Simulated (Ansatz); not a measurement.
Geometry optimisation, Ansatz 0.2.0, RKS PBE0-D4/6-31G*.

input.yaml

```yaml
crystal:
  periodic: [false, false, false]
  atoms:
    - { symbol: C, position_ang: [-0.2335, 0.3384, -1.3807] }
    - { symbol: C, position_ang: [-0.1814, -0.5917, -0.478] }
    - { symbol: C, position_ang: [0.1344, -0.3656, 0.9208] }
    - { symbol: O, position_ang: [0.3358, -1.2411, 1.7626] }
    - { symbol: O, position_ang: [0.3776, 0.9137, 1.2283] }
    - { symbol: H, position_ang: [-0.5408, 0.1648, -2.4211] }
    - { symbol: H, position_ang: [-0.0872, 1.4293, -1.1406] }
    - { symbol: H, position_ang: [-0.3108, -1.6085, -0.7515] }
    - { symbol: H, position_ang: [0.5943, 0.9143, 2.243] }
basis:
  gaussian: { orbitals: "6-31G*" }
hamiltonian:
  xc: pbe0
  dispersion: d4
relax:
  f_tol: 0.015
  max_steps: 40
```

Run as:

```bash
$ ansatz run input.yaml --threads 1 --pin off --max-ram 2048MiB --backend cpu --events-out ev --progress --plain --runs-dir out
```

Task: Where does it end, and by what steps?

Result: The forces met the threshold. After 6 steps the energy has fallen by 0.277 eV; H9 moved furthest, 0.05 Å.

```csv
step,energy less start (eV),largest force component (eV/Å),accepted
0,0.0000,3.391,yes
1,-0.1297,1.574,yes
2,-0.2577,0.812,yes
3,-0.2716,0.327,yes
4,-0.2721,0.471,yes
5,-0.2770,0.057,yes
6,-0.2774,0.011,yes
```

```xyz
9
Properties=species:S:1:pos:R:3
C -0.265 0.380 -1.385
C -0.158 -0.596 -0.484
C 0.186 -0.374 0.934
O 0.291 -1.260 1.751
O 0.377 0.925 1.245
H -0.520 0.166 -2.419
H -0.100 1.418 -1.114
H -0.319 -1.639 -0.738
H 0.595 0.935 2.192
```

Time of the run: 24 s on 1 thread of Arm Neoverse V1, with other jobs on the host, peak memory 0.16 GiB.
